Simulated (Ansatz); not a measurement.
C$_{3}$H$_{6}$O$_{2}$, SMILES `O=CCCO`. Charge 0, multiplicity 1. The structure was optimised at the PBE0-D4/def2-TZVP level. It is one conformer, not always the lowest.

```xyz
11

O     2.542   -0.103    0.645
C     1.508   -0.288    0.063
C     0.324    0.633    0.137
C    -0.994   -0.115    0.297
O    -1.294   -0.938   -0.808
H     1.369   -1.184   -0.578
H     0.482    1.342    0.954
H     0.293    1.211   -0.797
H    -1.799    0.604    0.492
H    -0.945   -0.783    1.161
H    -1.487   -0.379   -1.565
```

**Question.** What is the dipole moment at PBE/def2-TZVPP? (Estimate.)

**Answer.** Ansatz gave: 3.20 D, with components (-2.57, 1.49, -1.21) D in this frame, pointing from negative to positive charge.

**Question.** And with r2SCAN, B3LYP, ωB97M-V? (An estimate is asked.)

**Answer.** Computed: r2SCAN 3.30 D, B3LYP 3.31 D, ωB97M-V 3.30 D.

**Question.** Give the Mulliken charges with PBE, B3LYP, ωB97M-V in def2-TZVPP. (Estimate.)

**Answer.** The calculation gave: 
```json
{"atom": "O1", "PBE": "-0.22", "B3LYP": "-0.26", "ωB97M-V": "-0.27"}
{"atom": "C2", "PBE": "0.06", "B3LYP": "0.09", "ωB97M-V": "0.11"}
{"atom": "C3", "PBE": "-0.05", "B3LYP": "-0.06", "ωB97M-V": "-0.12"}
{"atom": "C4", "PBE": "0.00", "B3LYP": "0.02", "ωB97M-V": "-0.03"}
{"atom": "O5", "PBE": "-0.31", "B3LYP": "-0.34", "ωB97M-V": "-0.32"}
{"atom": "H6", "PBE": "0.05", "B3LYP": "0.07", "ωB97M-V": "0.09"}
{"atom": "H7", "PBE": "0.06", "B3LYP": "0.07", "ωB97M-V": "0.09"}
{"atom": "H8", "PBE": "0.06", "B3LYP": "0.06", "ωB97M-V": "0.08"}
{"atom": "H9", "PBE": "0.08", "B3LYP": "0.09", "ωB97M-V": "0.11"}
{"atom": "H10", "PBE": "0.08", "B3LYP": "0.08", "ωB97M-V": "0.10"}
{"atom": "H11", "PBE": "0.18", "B3LYP": "0.18", "ωB97M-V": "0.17"}
```

B3LYP here is the variant with VWN-RPA as its local correlation; programs differ in this.
